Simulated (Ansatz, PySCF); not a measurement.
Species: CH2Cl2, charge 0, singlet. CH2Cl2 (dichloromethane, SMILES ClCCl).
B3LYP-D3(BJ)/def2-TZVP minimum from Ansatz (a first-principles code):
```xyz
5

C      0.0039     0.0052     0.7673
Cl    -0.0175     1.4825    -0.2263
Cl     0.0153    -1.4855    -0.2061
H     -0.8904    -0.0005     1.3784
H      0.9045     0.0193     1.3690
```

Total energies in hartree (Ansatz). Radicals and triplets start from unrestricted determinants; spin-orbit coupling is neglected. Correlated methods leave the cores frozen. No relativity. Where a partner has so few electrons that a lower coupled-cluster level is exact, that level stands in.

```csv
species,HF/cc-pV(T+d)Z,CCSD(T)/cc-pV(T+d)Z,HF/cc-pV(Q+d)Z,CCSD(T)/cc-pV(Q+d)Z,CCSD(T)/cc-pV(D+d)Z,CCSDT(Q)/cc-pV(D+d)Z
1: CH2Cl2 (SMILES ClCCl),-958.07944,-958.69896,-958.08943,-958.75841,-958.50586,-958.50755
2: C (triplet),-37.69157,-37.78076,-37.69331,-37.78654,-37.76038,-37.76071
3: Cl (doublet),-459.48556,-459.67356,-459.48916,-459.69449,-459.60403,-459.60445
4: H (doublet),-0.49981,-0.49981,-0.49995,-0.49995,-0.49928,-0.49928
```

Q: Work out the enthalpy of formation at 298 K (by atomisation, with ideal-gas terms from PySCF's Hessian at B3LYP-D3(BJ)/def2-TZVP and the atoms' measured values of the G2/97 table; no spin-orbit terms) in kcal/mol: take Hartree-Fock from cc-pV(Q+d)Z, extrapolate the CCSD(T) correlation energy as X^-3 (X = 3, 4), and add CCSDT(Q) - CCSD(T) in cc-pV(D+d)Z. The further terms named in the bracket sum to +0.55322 hartree. 1 hartree = 627.51 kcal/mol.

A: 
Species 1: correlation (64·(-0.66898) - 27·(-0.61952))/37 = -0.70507; step -0.00169; E1 = -958.08943 + (-0.70507) + (-0.00169) = -958.79619
Species 2: correlation (64·(-0.09323) - 27·(-0.08919))/37 = -0.09618; step -0.00033; E2 = -37.69331 + (-0.09618) + (-0.00033) = -37.78982
Species 3: correlation (64·(-0.20533) - 27·(-0.18800))/37 = -0.21798; step -0.00042; E3 = -459.48916 + (-0.21798) + (-0.00042) = -459.70756
Species 4: correlation (64·(0.00000) - 27·(0.00000))/37 = 0.00000; step +0.00000; E4 = -0.49995 + (0.00000) + (+0.00000) = -0.49995
+1·E1 -1·E2 -2·E3 -2·E4 +0.55322 = -0.03813 hartree = -23.9 kcal/mol. Measured: -22.6 kcal/mol, -94.7 kJ/mol (Active Thermochemical Tables 1.112 (ions: stationary electron), as tabulated in the package chemicals); atomic spin-orbit terms, which the calculations lack, would raise the computed values. The composite differs from it by -1.3 kcal/mol; core, relativistic and spin-orbit terms are not in it.
